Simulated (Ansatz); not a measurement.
**How methods differ on AlH3Cl− (SMILES [AlH3-][Cl])**

AlH3Cl−: 5 atoms, total charge -1, spin state singlet. SMILES: `[AlH3-][Cl]`. Geometry: a GFN2-xTB relaxation, a rough one for these elements and not checked as a minimum.

```xyz
5

Al    0.1092   -0.0004   -0.0825
Cl   -1.5627   -0.0021    1.1843
H     0.2261    1.4785   -0.7042
H    -0.1602   -1.1064   -1.2183
H     1.3877   -0.3695    0.8207
```

Quantity: the energy change with the Al1–H5 bond stretched from 1.608 to 2.010 Å, in eV. The values are calculated.

```json
{"level": "B3LYP/STO-3G (restricted)", "kind": "global hybrid", "program": "Ansatz", "value (eV)": "1.33", "less FCI/STO-3G": "-0.09"}
{"level": "PBE0/STO-3G (restricted)", "kind": "global hybrid", "program": "Ansatz", "value (eV)": "1.38", "less FCI/STO-3G": "-0.04"}
{"level": "CAM-B3LYP/STO-3G (restricted)", "kind": "range-separated hybrid", "program": "Ansatz", "value (eV)": "1.42", "less FCI/STO-3G": "0.00"}
{"level": "wB97X/STO-3G (restricted)", "kind": "range-separated hybrid", "program": "Ansatz", "value (eV)": "1.44", "less FCI/STO-3G": "+0.02"}
{"level": "B2PLYP/STO-3G (restricted)", "kind": "double hybrid", "program": "Ansatz", "value (eV)": "1.43", "less FCI/STO-3G": "+0.01"}
{"level": "RPA@PBE/STO-3G (restricted)", "kind": "RPA", "program": "Ansatz", "value (eV)": "1.33", "less FCI/STO-3G": "-0.09"}
{"level": "CCSDT(Q)/STO-3G (restricted)", "kind": "coupled cluster or CI", "program": "Ansatz", "value (eV)": "1.42", "less FCI/STO-3G": "0.00"}
{"level": "CCSDT/STO-3G (restricted)", "kind": "coupled cluster or CI", "program": "Ansatz", "value (eV)": "1.42", "less FCI/STO-3G": "0.00"}
{"level": "FCI/STO-3G", "kind": "exact in the basis", "program": "Ansatz", "value (eV)": "1.42", "less FCI/STO-3G": "0.00"}
```

FCI/STO-3G is exact within its basis and frozen core, so for wave-function methods in that basis the difference is their error; functionals converge differently with the basis, so for them it is only a difference. Sets without diffuse functions describe the anion poorly. The first shape isn't each level's own minimum. The values span 1.33 to 1.44 eV. All rows use very small basis sets, so even the best lies far from the true value.
